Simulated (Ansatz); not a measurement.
## Heating and cooling a random packing of Li$_{2}$AlF$_{5}$

A packing of 24 atoms, thrown in at random and pushed apart as soft spheres with like charges further apart (3 Al, 15 F, 6 Li) went through Langevin stages in a fixed cell of 10.08 Å³/atom, at one k point, without spin and with a Fermi–Dirac width of kT (0.05 eV at least). All numbers below come from DFT PBE, scalar-relativistic, plane waves, PAW (Ansatz).

| thermostat (K) | duration (fs) | friction (1/fs) | cutoff (eV) | mean T (K) | mean P (GPa) | mean square displacement (Å²) |
| --- | --- | --- | --- | --- | --- | --- |
| 1900 | 36 | 0.030 | 320 | 2389 | 11.3 | 0.25 |
| 1900 | 375 | 0.030 | 420 | 1814 | 10.9 | 1.42 |
| 1370 | 375 | 0.030 | 420 | 1562 | 9.9 | 1.03 |
| 760 | 375 | 0.030 | 420 | 757 | 8.4 | 0.37 |
| 300 | 375 | 0.030 | 420 | 318 | 5.9 | 0.12 |

Means run over the second half of a stage; pressure includes the kinetic part; displacements count from the stage's start, the atoms' common shift taken off. In so short a run the atoms moved about a bond length or less in the hot stages, so this is an annealed packing, not a quenched equilibrium liquid.

Cell and atoms were then relaxed on coarser meshes and computed once more: Settings: cutoff 420 eV, Γ-centred mesh 3×3×4 on the computed 24-atom cell, Gaussian smearing of 0.02 eV; no spin polarisation.

Question: What structure is left?

Answer: One draw of many: 11.56 Å³/atom with a gap on the mesh of 7.13 eV, 3.22 eV/atom below the elements' standard states (static lattices, no corrections for gases) (a random packing after short dynamics, relaxed).

Counting as bonded all pairs within 1.2 times the summed covalent radii, but none from a metal cation to another cation:

```json
{"atom → neighbour": "Al → F", "mean count": "5.67", "mean length (Å)": "1.83", "spread (Å)": "0.07"}
{"atom → neighbour": "F → Al", "mean count": "1.13", "mean length (Å)": "1.83", "spread (Å)": "0.07"}
{"atom → neighbour": "F → Li", "mean count": "1.73", "mean length (Å)": "1.97", "spread (Å)": "0.09"}
{"atom → neighbour": "Li → F", "mean count": "4.33", "mean length (Å)": "1.97", "spread (Å)": "0.09"}
```

Angles between all pairs of such bonds at an atom (mean ± spread): 106 ± 31° at Al, 115 ± 18° at F, 107 ± 25° at Li.

```yaml
crystal:
  lattice:
    - [6.21617, 0.62765, -0.88218]
    - [0.64192, 7.89498, -0.04398]
    - [-0.90297, -0.07094, 5.82960]
  atoms:
    - { symbol: Al, position: [0.55389, 0.46713, 0.40288] }
    - { symbol: Al, position: [0.03717, 0.12483, 0.84063] }
    - { symbol: Al, position: [0.60129, 0.91892, 0.91391] }
    - { symbol: F, position: [0.74641, 0.10602, 0.87482] }
    - { symbol: F, position: [0.67540, 0.98547, 0.22519] }
    - { symbol: F, position: [0.85443, 0.75781, 0.97641] }
    - { symbol: F, position: [0.44111, 0.77644, 0.96689] }
    - { symbol: F, position: [0.54224, 0.89907, 0.60106] }
    - { symbol: F, position: [0.75981, 0.59293, 0.38961] }
    - { symbol: F, position: [0.44136, 0.28125, 0.45738] }
    - { symbol: F, position: [0.03005, 0.92176, 0.69921] }
    - { symbol: F, position: [0.01463, 0.31937, 0.00104] }
    - { symbol: F, position: [0.61090, 0.36229, 0.14344] }
    - { symbol: F, position: [0.34056, 0.11342, 0.85496] }
    - { symbol: F, position: [0.30108, 0.60256, 0.27920] }
    - { symbol: F, position: [0.14039, 0.01628, 0.14279] }
    - { symbol: F, position: [0.60422, 0.49690, 0.71280] }
    - { symbol: F, position: [0.92889, 0.23542, 0.56015] }
    - { symbol: Li, position: [0.17414, 0.77243, 0.04231] }
    - { symbol: Li, position: [0.41684, 0.06216, 0.35054] }
    - { symbol: Li, position: [0.80510, 0.81150, 0.49571] }
    - { symbol: Li, position: [0.80176, 0.52797, 0.02743] }
    - { symbol: Li, position: [0.87469, 0.16445, 0.24704] }
    - { symbol: Li, position: [0.49084, 0.30820, 0.80463] }
```

An odd mesh misses points on the zone edge, so a gap read on it can be too wide.

Cost: 6 runs of about 30 core-minutes in all (earlier runs that led there not counted), on Arm Neoverse V1 (shared hosts).